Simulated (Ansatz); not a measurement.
# C₃H₉O+: small, medium and large basis sets

The task here is to estimate one member of a computed series from the others.

The runs use Ansatz 0.2.0, Gaussian basis; one geometry, several basis sets.

Levels to be run: PBE0-D4/def2-SVP; ωB97M-V/def2-SVP; PBE0-D4/def2-QZVPP; ωB97M-V/def2-QZVPP; CCSD(T)/cc-pV(D+d)Z; CCSD(T)/cc-pV(T+d)Z; CCSD(T)/cc-pV(Q+d)Z; the functionals' def2-TZVPP values are taken from earlier runs.

**Structure used throughout**

An earlier PBE0-D4 in a triple-zeta def2 set relaxation fixed the geometry.

SMILES `C[O+](C)C`, 13 atoms, charge 1, spin multiplicity 1.

Atoms are counted from 1 here; the program's logs count them from 0.

Bond lengths: C1–O2 1.464 Å, C1–H5 1.087 Å, C1–H6 1.087 Å, C1–H7 1.090 Å, O2–C3 1.464 Å, O2–C4 1.464 Å, C3–H8 1.087 Å, C3–H9 1.090 Å, C3–H10 1.087 Å, C4–H11 1.087 Å, C4–H12 1.087 Å, C4–H13 1.090 Å. Angles: O2–C1–H5 106.5°, O2–C1–H6 106.5°, O2–C1–H7 109.1°, H5–C1–H6 110.8°, H5–C1–H7 111.9°, H6–C1–H7 111.9°, C1–O2–C3 113.9°, C1–O2–C4 113.8°, C3–O2–C4 113.9°, O2–C3–H8 106.5°, O2–C3–H9 109.1°, O2–C3–H10 106.5°, H8–C3–H9 111.9°, H8–C3–H10 110.8°, H9–C3–H10 111.9°, O2–C4–H11 106.5°, O2–C4–H12 106.5°, O2–C4–H13 109.1° and more.

The first run:

The input, in.yaml:

```yaml
crystal:
  periodic: [false, false, false]
  atoms:
    - {symbol: C, position_ang: [-0.494743, 1.015485, -0.855295]}
    - {symbol: O, position_ang: [-0.350697, -0.022162, 0.167625]}
    - {symbol: C, position_ang: [0.557343, 0.342247, 1.256911]}
    - {symbol: C, position_ang: [-0.115553, -1.361088, -0.376290]}
    - {symbol: H, position_ang: [-1.282258, 0.680502, -1.524852]}
    - {symbol: H, position_ang: [-0.790362, 1.922213, -0.334576]}
    - {symbol: H, position_ang: [0.455934, 1.137450, -1.375369]}
    - {symbol: H, position_ang: [0.198736, 1.288343, 1.653145]}
    - {symbol: H, position_ang: [1.570912, 0.424866, 0.863222]}
    - {symbol: H, position_ang: [0.475525, -0.444335, 2.002088]}
    - {symbol: H, position_ang: [-0.924499, -1.555926, -1.075105]}
    - {symbol: H, position_ang: [-0.158574, -2.047172, 0.465215]}
    - {symbol: H, position_ang: [0.858235, -1.380423, -0.866698]}
basis:
  gaussian: {orbitals: def2-SVP}
total_charge: 1
hamiltonian: {xc: pbe0, dispersion: d4}
output: {orbitals: {seedname: orbitals}}
```

The run is started by

```bash
ansatz run in.yaml --threads 2 --pin off --events-out ev --progress --plain --max-ram 32768MiB --backend cpu
```

Among the steps run: PBE0-D4 in def2-SVP; ωB97M-V in def2-SVP; PBE0-D4 in def2-QZVPP; ωB97M-V in def2-QZVPP.

One of the session's tables, all rows but one given; the rest of the session is left out.

It belongs to the step «Functionals by basis». 

```
functional       basis  HOMO (eV)  LUMO (eV)
   PBE0-D4    def2-SVP     -15.22      -4.46
   PBE0-D4  def2-TZVPP     -15.16      -4.75
   PBE0-D4  def2-QZVPP     -15.17      -4.80
   ωB97M-V    def2-SVP     -17.63      -2.36
   ωB97M-V  def2-TZVPP     -17.58      -2.76
   ωB97M-V  def2-QZVPP          ?          ?
```

Q: Estimate the row for ωB97M-V, def2-QZVPP from the others.

As computed: HOMO (eV): -17.58; LUMO (eV): -2.96.
